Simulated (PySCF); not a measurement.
Gas-phase reaction: Si(NH2)4 ⇌ 2 N + SiH4 + 2 NH2

Energies from PySCF, thermal terms from the rigid-rotor harmonic-oscillator model, ideal gas at 1 bar. † marks an energy on the PBE0/def2-TZVP geometry and frequencies; other levels use their own. MP2 and CCSD(T) freeze the core. 6-31G* has spherical d functions here. Open shells (unrestricted): N (multiplicity 4), NH2 (multiplicity 2); the rest are closed-shell singlets. B3LYP is the form with VWN-RPA correlation. Si(NH2)4: computed as isolated molecules; such fragments, hydroxides, amides, oligomers or adducts are transient or little studied in the gas. MP2 isn't extrapolated to the basis-set limit; its ΔH°(298 K) is 1592.1 kJ in def2-SVP and 1744.0 kJ in def2-TZVPP. CCSD(T) isn't extrapolated to the basis-set limit. The harmonic model lacks anharmonicity and excited electronic states, which grow with temperature; levels with a mode under 35 cm⁻¹ are left out. Internal rotation in Si(NH2)4 is treated as a harmonic vibration of one conformer, which makes the entropy rough.

| level | ΔE electronic, kJ | ΔH°(298 K), kJ | ΔS°(298 K), J/K | ΔG°(2000 K), kJ |
|---|---|---|---|---|
| B3LYP/6-31G* | 1659 | 1580 | 566 | 469 |
| B3LYP/def2-TZVP† | 1736 | 1656 | 565 | 549 |
| BLYP/def2-TZVP† | 1739 | 1659 | 565 | 553 |
| CCSD(T)/def2-SVP† | 1568 | 1488 | 565 | 382 |
| HF/6-31G* | 997 | 914 | 570 | -206 |
| HF/def2-TZVP† | 1077 | 997 | 565 | -110 |
| M06-2X/def2-TZVP† | 1823 | 1743 | 565 | 637 |
| MP2/def2-TZVPP† | 1824 | 1744 | 565 | 638 |
| ωB97M-V/def2-TZVP† | 1809 | 1729 | 565 | 623 |
| ωB97X-V/def2-TZVP† | 1795 | 1715 | 565 | 608 |
ΔH° is lowest at HF/6-31G* and highest at MP2/def2-TZVPP†. No reference value is set beside these.
